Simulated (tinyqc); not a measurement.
Inside a calculation. Method: CCD on RHF in the sto-3g basis, frozen core, for H2O, spin multiplicity 1. One step of it, computed by the program tinyqc.

Problem. Integrals over molecular orbitals. (pq|rs) = sum C_ip C_jq C_kr C_ls (ij|kl), one index at a time.

coefficients C:
```
              MO1        MO2        MO3        MO4       MO5        MO6        MO7
1O 1s    0.994079  -0.232397   0.000000   0.101847  0.000000  -0.136322   0.000000
1O 2s    0.026988   0.827799   0.000000  -0.531819  0.000000   0.923520   0.000000
1O 2px   0.000000   0.000000   0.000000   0.000000  1.000000   0.000000   0.000000
1O 2py   0.000000   0.000000   0.602998   0.000000  0.000000   0.000000   1.010393
1O 2pz   0.004407   0.132075   0.000000   0.790875  0.000000   0.724865   0.000000
2H 1s   -0.006194   0.160460   0.441738   0.266907  0.000000  -0.813559  -0.853323
3H 1s   -0.006194   0.160460  -0.441738   0.266907  0.000000  -0.813559   0.853323
```

core Hamiltonian H = T + V (hartree), lower triangle:
```
             1O 1s      1O 2s     1O 2px     1O 2py     1O 2pz      2H 1s      3H 1s
1O 1s   -32.741548
1O 2s    -7.617688  -9.353441
1O 2px    0.000000   0.000000  -7.472852
1O 2py    0.000000   0.000000   0.000000  -7.642738
1O 2pz   -0.018993  -0.221894   0.000000   0.000000  -7.563362
2H 1s    -1.824704  -3.852475   0.000000  -2.117257  -1.617341  -5.143599
3H 1s    -1.824704  -3.852475   0.000000   2.117257  -1.617341  -1.625231  -5.143599
```

Two-electron integrals (ij|kl) in chemists' order, unique and non-zero (hartree):
```
(11|11) 4.785065    (21|11) 0.741380    (21|21) 0.136873    (22|11) 1.118947
(22|21) 0.256633    (22|22) 0.817206    (31|31) 0.024477    (32|31) 0.037809
(32|32) 0.180518    (33|11) 1.115814    (33|21) 0.256684    (33|22) 0.817023
(33|33) 0.880159    (41|41) 0.024477    (42|41) 0.037809    (42|42) 0.180518
(43|43) 0.047444    (44|11) 1.115814    (44|21) 0.256684    (44|22) 0.817023
(44|33) 0.785270    (44|44) 0.880159    (51|51) 0.024477    (52|51) 0.037809
(52|52) 0.180518    (53|53) 0.047444    (54|54) 0.047444    (55|11) 1.115814
(55|21) 0.256684    (55|22) 0.817023    (55|33) 0.785270    (55|44) 0.785270
(55|55) 0.880159    (61|11) 0.179176    (61|21) 0.032779    (61|22) 0.060996
(61|33) 0.060882    (61|41) 0.001214    (61|42) 0.002265    (61|44) 0.061111
(61|51) 0.000886    (61|52) 0.001653    (61|54) 0.000167    (61|55) 0.061004
(61|61) 0.007952    (62|11) 0.415972    (62|21) 0.096512    (62|22) 0.337940
(62|33) 0.332373    (62|41) 0.005817    (62|42) 0.043582    (62|44) 0.343063
(62|51) 0.004246    (62|52) 0.031811    (62|54) 0.007803    (62|55) 0.338069
(62|61) 0.023524    (62|62) 0.169942    (63|31) 0.010337    (63|32) 0.059300
(63|43) 0.009161    (63|53) 0.006687    (63|63) 0.024844    (64|11) 0.234970
(64|21) 0.055247    (64|22) 0.206641    (64|33) 0.197168    (64|41) 0.013273
(64|42) 0.084712    (64|44) 0.221930    (64|51) 0.002143    (64|52) 0.018549
(64|54) 0.011387    (64|55) 0.200599    (64|61) 0.014089    (64|62) 0.126224
(64|64) 0.117572    (65|11) 0.171506    (65|21) 0.040325    (65|22) 0.150829
(65|33) 0.143915    (65|41) 0.002143    (65|42) 0.018549    (65|44) 0.148615
(65|51) 0.011901    (65|52) 0.072838    (65|54) 0.012592    (65|55) 0.159792
(65|61) 0.010284    (65|62) 0.092132    (65|64) 0.067683    (65|65) 0.074246
(66|11) 0.540397    (66|21) 0.127417    (66|22) 0.509619    (66|33) 0.488841
(66|41) 0.010367    (66|42) 0.105359    (66|44) 0.529108    (66|51) 0.007567
(66|52) 0.076902    (66|54) 0.029391    (66|55) 0.510294    (66|61) 0.031370
(66|62) 0.315912    (66|64) 0.268142    (66|65) 0.195719    (66|66) 0.774606
(71|11) 0.179176    (71|21) 0.032779    (71|22) 0.060996    (71|33) 0.060882
(71|41) -0.001214   (71|42) -0.002265   (71|44) 0.061111    (71|51) 0.000886
(71|52) 0.001653    (71|54) -0.000167   (71|55) 0.061004    (71|61) 0.007824
(71|62) 0.022762    (71|64) 0.012409    (71|65) 0.009956    (71|66) 0.029957
(71|71) 0.007952    (72|11) 0.415972    (72|21) 0.096512    (72|22) 0.337940
(72|33) 0.332373    (72|41) -0.005817   (72|42) -0.043582   (72|44) 0.343063
(72|51) 0.004246    (72|52) 0.031811    (72|54) -0.007803   (72|55) 0.338069
(72|61) 0.022762    (72|62) 0.138583    (72|64) 0.070678    (72|65) 0.073039
(72|66) 0.212870    (72|71) 0.023524    (72|72) 0.169942    (73|31) 0.010337
(73|32) 0.059300    (73|43) -0.009161   (73|53) 0.006687    (73|63) 0.019610
(73|73) 0.024844    (74|11) -0.234970   (74|21) -0.055247   (74|22) -0.206641
(74|33) -0.197168   (74|41) 0.013273    (74|42) 0.084712    (74|44) -0.221930
(74|51) -0.002143   (74|52) -0.018549   (74|54) 0.011387    (74|55) -0.200599
(74|61) -0.012409   (74|62) -0.070678   (74|64) -0.016868   (74|65) -0.036371
(74|66) -0.095129   (74|71) -0.014089   (74|72) -0.126224   (74|74) 0.117572
(75|11) 0.171506    (75|21) 0.040325    (75|22) 0.150829    (75|33) 0.143915
(75|41) -0.002143   (75|42) -0.018549   (75|44) 0.148615    (75|51) 0.011901
(75|52) 0.072838    (75|54) -0.012592   (75|55) 0.159792    (75|61) 0.009956
(75|62) 0.073039    (75|64) 0.036371    (75|65) 0.057513    (75|66) 0.123147
(75|71) 0.010284    (75|72) 0.092132    (75|74) -0.067683   (75|75) 0.074246
(76|11) 0.163068    (76|21) 0.038145    (76|22) 0.143802    (76|33) 0.140646
(76|44) 0.143601    (76|51) 0.002697    (76|52) 0.023538    (76|55) 0.147006
(76|61) 0.009194    (76|62) 0.070793    (76|64) 0.045273    (76|65) 0.043145
(76|66) 0.133488    (76|71) 0.009194    (76|72) 0.070793    (76|74) -0.045273
(76|75) 0.043145    (76|76) 0.035401    (77|11) 0.540397    (77|21) 0.127417
(77|22) 0.509619    (77|33) 0.488841    (77|41) -0.010367   (77|42) -0.105359
(77|44) 0.529108    (77|51) 0.007567    (77|52) 0.076902    (77|54) -0.029391
(77|55) 0.510294    (77|61) 0.029957    (77|62) 0.212870    (77|64) 0.095129
(77|65) 0.123147    (77|66) 0.342109    (77|71) 0.031370    (77|72) 0.315912
(77|74) -0.268142   (77|75) 0.195719    (77|76) 0.133488    (77|77) 0.774606
```

Give: one-electron integrals over orbitals h = C^T H C; Two-electron integrals over orbitals.

Solution.

one-electron integrals over orbitals h = C^T H C (hartree), lower triangle:
```
         1       2       3       4       5       6       7
1  -32.724
2    0.558  -7.686
3    0.000   0.000  -6.408
4   -0.232   0.410   0.000  -7.048
5    0.000   0.000   0.000   0.000  -7.473
6    0.315  -1.398   0.000  -1.035   0.000  -5.312
7    0.000   0.000  -1.715   0.000   0.000   0.000  -5.624
```

Two-electron integrals over orbitals (pq|rs), unique and non-zero (hartree); the lowest 1 orbital is frozen and left out:
```
(22|22) 0.729       (32|32) 0.146       (33|22) 0.648       (33|33) 0.637
(42|22) 0.007       (42|33) 0.007       (42|42) 0.124       (43|32) 0.019
(43|43) 0.046       (44|22) 0.680       (44|33) 0.603       (44|42) -0.105
(44|44) 0.796       (52|52) 0.144       (53|53) 0.029       (54|52) -0.046
(54|54) 0.056       (55|22) 0.747       (55|33) 0.631       (55|42) -0.066
(55|44) 0.735       (55|55) 0.880       (62|22) 0.143       (62|33) 0.075
(62|42) 0.021       (62|44) 0.094       (62|55) 0.160       (62|62) 0.102
(63|32) -0.043      (63|43) -0.028      (63|63) 0.072       (64|22) 0.092
(64|33) 0.042       (64|42) -0.025      (64|44) 0.117       (64|55) 0.110
(64|62) 0.061       (64|64) 0.063       (65|52) 0.061       (65|54) -2.75e-03
(65|65) 0.039       (66|22) 0.613       (66|33) 0.572       (66|42) 0.060
(66|44) 0.547       (66|55) 0.587       (66|62) 0.095       (66|64) 0.043
(66|66) 0.595       (72|32) 0.039       (72|43) -0.033      (72|63) 0.036
(72|72) 0.061       (73|22) 0.137       (73|33) 0.091       (73|42) -0.074
(73|44) 0.164       (73|55) 0.189       (73|62) 0.078       (73|64) 0.074
(73|66) 0.037       (73|73) 0.151       (74|32) -0.076      (74|43) 4.67e-03
(74|63) 0.043       (74|72) -0.017      (74|74) 0.067       (75|53) 0.024
(75|75) 0.024       (76|32) 0.101       (76|43) 0.045       (76|63) -0.066
(76|72) -0.010      (76|74) -0.057      (76|76) 0.117       (77|22) 0.627
(77|33) 0.614       (77|42) -0.014      (77|44) 0.614       (77|55) 0.629
(77|62) 0.070       (77|64) 0.041       (77|66) 0.567       (77|73) 0.096
(77|77) 0.624
```
